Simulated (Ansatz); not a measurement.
System: 2H WS₂. Method: PBE-D3(BJ) in Ansatz (plane waves, PAW).

Rigid layers of the crystal as relaxed at this level are moved apart or together:

| run | k mesh | layer repeat (Å) | energy against free layers (meV/Å²) | gap on the mesh (eV) |
|---|---|---|---|---|
| 1 | 12×12×4 | 5.86 | -32.95 | 0.686 |
| 2 | 12×12×4 | 6.01 | -34.78 | 0.833 |
| 3 | 12×12×4 | 6.16 | -34.65 | 0.972 |
| 4 | 12×12×4 | 6.36 | -32.75 | 1.142 |
| 5 | 12×12×4 | 6.66 | -28.33 | 1.364 |
| 6 | 12×12×4 | 7.16 | -20.72 | 1.645 |
| 7 | 12×12×2 | 8.16 | -10.56 | 1.916 |
| 8 | 12×12×2 | 10.16 | -3.29 | 1.936 |

The lowest energy of these points lies at a layer repeat of 6.01 Å.

Spin–orbit coupling is not included.

Ansatz is a quantum-chemistry and plane-wave program.
